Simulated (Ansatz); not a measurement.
**One shape, several levels: BH3 (borane)**

We compute a comparison of 6 runs (PBE0/3-21G, UB3LYP/3-21G, r2SCAN0/3-21G, SVWN5/6-31G*, MP2/6-31G*, CCSD/6-31G*) of BH3 (borane). 

The results are computed with Ansatz 0.2.0.

54 further runs of the same task are left out: 54 set aside as unsound or not needed.

## Step 1: The structure to begin with

The species is BH3 (4 atoms), meant as a singlet with charge 0. SMILES: `B`. The H2–B1 distance was set to 2.387 Å, away from the relaxed value. At this shape a bond of the SMILES string is far longer than usual.

Bond lengths: B1–H3 1.193 Å, B1–H4 1.193 Å. Angles: H3–B1–H4 120.0°.

## Step 2: The energy at PBE0/3-21G (run 1)

job.yaml

```yaml
crystal:
  periodic: [false, false, false]
  atoms:
    - {symbol: B, position_ang: [-0.954418, -0.411907, -0.579010]}
    - {symbol: H, position_ang: [0.982200, 0.381700, 0.568800]}
    - {symbol: H, position_ang: [-1.244518, -1.568607, -0.530910]}
    - {symbol: H, position_ang: [-1.632718, 0.348093, -1.200810]}
basis:
  gaussian: {orbitals: 3-21G.json}
hamiltonian: {xc: pbe0}
accuracy: high
```

The basis set 3-21G is read from a file made from the Basis Set Exchange's data (not shown).

The run is started by

```sh
$ ansatz run job.yaml --threads 1 --pin off --max-ram 2610MiB --events-out events.jsonl --progress --plain --runs-dir runs
```

What it wrote:

```text
Warning: RAYON_NUM_THREADS=1 ignored (pool sized by the plan → 1); use --threads N
Functional definition: PBE0
  name "PBE0"
  parameter a = 0.25
  parameter kappa = 0.804
  parameter beta = 0.06672455060314922
  exchange = (1 - a)*pbe_x(kappa = kappa, mu = beta*pi^2/3) + a*exact_x
  correlation = pbe_c(beta = beta)
291 factors; integrals over basis functions are off by at most 3.4e-9 eV
mean field evaluation 1: about -714.5183 eV, gradient 3.9e0 eV
mean field evaluation 2: about -714.5821 eV, gradient 6.3e-1 eV
mean field evaluation 4: about -714.5850 eV, gradient 1.4e-1 eV
mean field evaluation 8: about -714.5639 eV, gradient 1.1e-3 eV
mean field -714.56386946 eV, -26.2597378537 hartree, gradient 6.9e-8 eV, S^2 0.000000; 0 other end points of the search recorded, 0 dependent functions left out
reference -714.56387084 eV, -26.2597379044 hartree; 4, 4 occupied and 11, 11 virtual orbitals, 291 factors
Total energy: -714.56387084 eV, -26.2597379044 hartree
```

It took 0.47 s on 1 thread of Arm Neoverse V1, shared host.

## Step 3: A single-point energy at UB3LYP/3-21G (run 2)

run.yaml

```yaml
crystal:
  periodic: [false, false, false]
  atoms:
    - {symbol: B, position_ang: [-0.954418, -0.411907, -0.579010]}
    - {symbol: H, position_ang: [0.982200, 0.381700, 0.568800]}
    - {symbol: H, position_ang: [-1.244518, -1.568607, -0.530910]}
    - {symbol: H, position_ang: [-1.632718, 0.348093, -1.200810]}
basis:
  gaussian: {orbitals: 3-21G.json}
accuracy: high
hamiltonian: {xc: {name: B3LYP}}
magnetization: {spin_polarized: true}
```

The basis set 3-21G is read from a file made from the Basis Set Exchange's data (not shown).

The run is started by

```sh
$ ansatz run run.yaml --threads 1 --pin off --max-ram 2610MiB --events-out events.jsonl --progress --plain --runs-dir runs
```

What it wrote:

```text
Warning: RAYON_NUM_THREADS=1 ignored (pool sized by the plan → 1); use --threads N
Functional definition: B3LYP
  name "B3LYP"
  parameter a0 = 0.2
  parameter ax = 0.72
  parameter ac = 0.81
  exchange = (1 - a0 - ax)*slater_x + ax*b88_x + a0*exact_x
  correlation = (1 - ac)*vwn_rpa_c + ac*lyp_c
291 factors; integrals over basis functions are off by at most 3.4e-9 eV
mean field evaluation 1: about -716.0607 eV, gradient 3.7e0 eV
mean field evaluation 2: about -716.1646 eV, gradient 6.7e-1 eV
mean field evaluation 4: about -716.1696 eV, gradient 1.9e-1 eV
mean field evaluation 8: about -716.1479 eV, gradient 1.6e-3 eV
mean field evaluation 16: about -716.1903 eV, gradient 3.4e-1 eV
mean field -716.19848259 eV, -26.3198087782 hartree, gradient 2.1e-8 eV, S^2 0.268684; 3 other end points of the search recorded, 0 dependent functions left out
reference -716.19850856 eV, -26.3198097326 hartree; 4, 4 occupied and 11, 11 virtual orbitals, 291 factors
Total energy: -716.19850856 eV, -26.3198097326 hartree
```

Run time: 1.4 s. Hardware: 1 thread of Arm Neoverse V1, shared host; peak memory 0.094 GiB.

Runs 3 to 5 aren't shown in full; the table further down has their settings and results.

## Step 4: A single-point energy at CCSD/6-31G(d) (spherical functions) (run 6)

in.yaml

```yaml
basis:
  gaussian:
    orbitals: 6-31G_st_-spherical.json
crystal:
  periodic: [false, false, false]
  atoms:
    - {symbol: B, position_ang: [-0.954418, -0.411907, -0.579010]}
    - {symbol: H, position_ang: [0.982200, 0.381700, 0.568800]}
    - {symbol: H, position_ang: [-1.244518, -1.568607, -0.530910]}
    - {symbol: H, position_ang: [-1.632718, 0.348093, -1.200810]}
correlation:
  method: ccsd
  frozen_orbitals: {B: 1, H: 0}
accuracy: high
scf:
  omitted_lower_state_checks: [cluster_reference, increment]
```

The basis set 6-31G* is read from a file made from the Basis Set Exchange's data (not shown).

The run is started by

```sh
$ ansatz run in.yaml --threads 1 --pin off --max-ram 2610MiB --events-out events.jsonl --progress --plain --runs-dir runs
```

What it wrote:

```text
Warning: RAYON_NUM_THREADS=1 ignored (pool sized by the plan → 1); use --threads N
[... 11 lines left out ...]
1 core orbitals not correlated: weight in the atoms' cores, before any rotation towards them, 1.000 or more for the frozen orbitals, at most 0.000 for the correlated occupied ones
[... 24 lines left out ...]
Total energy: -717.01577418 eV, -26.3498436905 hartree
Checks for a lower state left out: cluster_reference, increment
```

Wall time 0.18 s (1 thread of Arm Neoverse V1, shared host).

## Step 5: All runs side by side

```
run                               level  frozen core orbitals  energy (Eh)  wall time
  1                          PBE0/3-21G                     –   -26.259738     0.47 s
  2                        UB3LYP/3-21G                     –   -26.319810      1.4 s
  3                       r2SCAN0/3-21G                     –   -26.276597      1.2 s
  4  SVWN5/6-31G* (spherical functions)                     –   -26.123424      0.4 s
  5    MP2/6-31G* (spherical functions)                     1   -26.310353     0.12 s
  6   CCSD/6-31G* (spherical functions)                     1   -26.349844     0.18 s
```

## Step 6: Summary of results

```
                                         quantity         value
                              run 6: total energy  -26.34984 Eh
run 6: correlation energy (1 core orbital frozen)    -125.7 mEh
                             run 6: T1 diagnostic         0.037
```

In words: Totals of different functionals can't be ranked against each other. In run 6 the T1 diagnostic is large, so a single reference may not serve. In runs 5, 6 the log says that unrestricted orbitals would lower the reference, so the values rest on an unstable closed-shell determinant (other closed-shell runs at this shape may share the fault). Spin contamination of the reference: run 2 ⟨S²⟩ = 0.27. All runs together took 3.8 s, the longest 1.4 s.
